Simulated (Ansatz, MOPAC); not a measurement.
Reaction (SMILES): C#C (C2H2) [acetylene] + 3 [H][H] (H2) -> 2 C (CH4)

Wanted: energy of full hydrogenation (enthalpy at 298 K), in kcal/mol. Terms: LANL2DZ all-electron up to Ne; non-relativistic; dispersion terms only where a functional's name holds one; spin-orbit terms left out. Ab initio and DFT rows: single points at B3LYP-D3(BJ) geometries (Ansatz, a first-principles code), with unscaled harmonic terms from B3LYP/6-31G* at its own minima. Semi-empirical rows: MOPAC heats of formation at their own minima for 298 K.

```json
[
 {"species": "C#C (C2H2)", "coefficient": "-1", "E at B3LYP/LANL2DZ (Ansatz), Eh": "-77.31626", "E at B3LYP/def2-TZVPD (Ansatz), Eh": "-77.36487", "H(298 K) - E, kcal/mol": "19.14", "heat of formation at PM6 (MOPAC), kcal/mol": "56.75"},
 {"species": "[H][H] (H2)", "coefficient": "-3", "E at B3LYP/LANL2DZ (Ansatz), Eh": "-1.17442", "E at B3LYP/def2-TZVPD (Ansatz), Eh": "-1.17969", "H(298 K) - E, kcal/mol": "8.44", "heat of formation at PM6 (MOPAC), kcal/mol": "-25.73"},
 {"species": "C (CH4)", "coefficient": "+2", "E at B3LYP/LANL2DZ (Ansatz), Eh": "-40.51439", "E at B3LYP/def2-TZVPD (Ansatz), Eh": "-40.53767", "H(298 K) - E, kcal/mol": "30.76", "heat of formation at PM6 (MOPAC), kcal/mol": "-12.29"}
]
```

Measured values: Active Thermochemical Tables 1.112 (ions: stationary electron), as tabulated in the package chemicals; they hold spin-orbit and core effects, anharmonicity.  Value to compare with, the measured value: -90.2 kcal/mol. 1 Eh = 627.5095 kcal/mol.

Q: Compute it at each level from the table, and compare with the measured value.

A: 
- B3LYP/LANL2DZ: the sum of coefficient times E is -0.18926 Eh, or -118.76 kcal/mol; the thermal terms add 17.06. Result: -101.7 kcal/mol. Its error against the measured value is -11.5 kcal/mol.
- B3LYP/def2-TZVPD: the sum of coefficient times E is -0.17140 Eh, or -107.56 kcal/mol; the thermal terms add 17.06. Result: -90.5 kcal/mol. Its error against the measured value is -0.3 kcal/mol.
- PM6: the sum of coefficient times heat of formation is -4.14 kcal/mol; it needs no thermal term. Its error against the measured value is 86.1 kcal/mol.
